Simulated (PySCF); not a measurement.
Relaxation of singlet [SO2]2+

All numbers come from PySCF, PBE0, basis S def2-TZVP, O def2-TZVP (no relativity, density fitting). A (50,194) grid was used.

A hand-made bent start, of C2v symmetry, held to at least that symmetry:

Coordinates in bohr (charge 2 multiplicity 1):
```
S     0.0000    0.0000   -0.8022
O     2.2907    0.0000    0.8018
O    -2.2907    0.0000    0.8018
```

(1) What forces act on the atoms at the start (eV/Å)?

(2) What does it relax to?

(3) How much energy is released, and in how many steps?

Answers

(1) 
```tsv
atom	Fx	Fy	Fz
S1	0.00	0.00	5.85
O2	0.67	0.00	-2.93
O3	-0.67	0.00	-2.92
```

(2) It ends at D∞h with S–O 1.395 Å (×2); O–S–O 180.0°. No frequency check is given, so it may be a saddle point.

(3) 198.0 kJ/mol in 7 steps.
